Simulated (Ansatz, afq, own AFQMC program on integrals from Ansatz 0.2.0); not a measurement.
Integrals from Ansatz 0.2.0, then the random walk in our own AFQMC program (afq).

```yaml
crystal:
  periodic: [false, false, false]
  atoms:
    - {symbol: B, position_ang: [-0.485367, 0.000000, 0.527013]}
    - {symbol: B, position_ang: [0.462160, 0.000000, -0.662059]}
    - {symbol: H, position_ang: [0.248914, 0.000000, 1.448478]}
basis:
  gaussian: {orbitals: 6-31G}
magnetization: {spin_polarized: true, initial_magnetization: 3}
correlation: {method: ccsd_t, electrons: outside_noble_gas, hamiltonian_folder: ham}
```

```sh
$ ansatz run in.yaml --threads 1 --pin off --events-out ev --progress --plain --max-ram 16896MiB --backend cuda --devices 0, --max-vram 18GiB
```

afq runs on the folder ham with

```
--method free --trial cisd --walkers 200 --time-step 0.02 --max-blocks 120 --target-error 0.00064 --factor-cut 1e-05 --seed 6967 --times 0.0,0.2,0.4,0.8,1.2 --taylor-order 8
```

Times are imaginary, in 1/Eh. The walk had a cap of 60 s.

```
orbitals 18  electrons 5 2  factors 119 of 284
reference energy -49.73592729 Eh
CCSD correlation -0.08473977 Eh in 12 cycles, weight of the determinant in the CISD state 0.9130
repeat  energy at the last time / Eh  error
    10  -49.823244  0.000209
    20  -49.823154  0.000114
    30  -49.823144  0.000082
time / (1/Eh)  energy / Eh  error  mean overlap
  0.00  -49.820643  0.000039  1.0945
  0.20  -49.821614  0.000054  1.0967
  0.40  -49.822354  0.000064  1.0919
  0.80  -49.822977  0.000072  1.0958
  1.20  -49.823167  0.000083  1.1103
energy -49.823167 +/- 0.000083 Eh
```

(1) Estimate how long the walk took on 1 × NVIDIA H100 80GB HBM3 with 2 threads of AMD EPYC 7R13 Processor (Zen 3) (shared host) (the card was shared).

The run passed its tests (error under three times the target), which doesn't prove that it has relaxed.

Against this walk (error 2.3 meV) on the same determinant: CCSD(T) 5.6 meV higher, CCSDT(Q) 20.9 meV lower, CCSDTQ 21.6 meV lower, full CI 21.8 meV lower. The error is statistical, and a free projection of finite length keeps a remainder of its start. The projection is still falling at its last time (meV from the last point: 68.7 ± 1.1 at 0.00, 42.3 ± 1.5 at 0.20, 22.1 ± 1.7 at 0.40, 5.2 ± 2.0 at 0.80, 0.0 ± 2.3 at 1.20), so its energy is a cut-off value, and the gaps above aren't errors of the other methods. Full CI is exact here, so the walk's 22 meV above it is the walk's own error: what remains of the start.

Cautions: remainder of the start not in the error; lower spins were not checked.

Results:

(1) 3.4 s of wall time.

CCSDT and higher add their correlation energy to the determinant of the CCSD(T) run, since their own runs factorise the integrals more tightly (a shift of under 2 meV). A walk keeps the symmetry of its determinant, which the program's search chose and which needn't be the lowest solution, so a lower state of the same spin and another symmetry isn't excluded.
